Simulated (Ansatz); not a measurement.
Take Pt in the fcc (Cu type) structure (space group Fm-3m, No. 225) as the base.

```xyz
1
Lattice="0.0000 1.9851 1.9851 1.9851 0.0000 1.9851 1.9851 1.9851 0.0000" Properties=species:S:1:pos:R:3 pbc="T T T"
Pt     0.0000     0.0000     0.0000
```

Calculations: Kohn–Sham DFT with the PBE functional, run in Ansatz (a program for electronic structure) with PAW and 420 eV plane waves, spin-orbit coupling left out.

One thing is altered: full substitution Pt → Pd; the structure is relaxed again.

Measured lattice parameter a: Pt 3.913 Å (static lattice; corrected from measurement; as listed in Daniel Mejia-Rodriguez, S. B. Trickey, Phys. Rev. B (2018)); Pd 3.876 Å (static lattice; corrected from measurement; as listed in Daniel Mejia-Rodriguez, S. B. Trickey, Phys. Rev. B (2018)).

### Question
How well does PBE reproduce the measured shift?

### Answer
With PBE the lattice parameter a moves by -0.028 Å (3.970 → 3.943) against -0.037 Å measured.

Whether these cells are dynamically stable was not tested. The final runs are not spin-polarised.
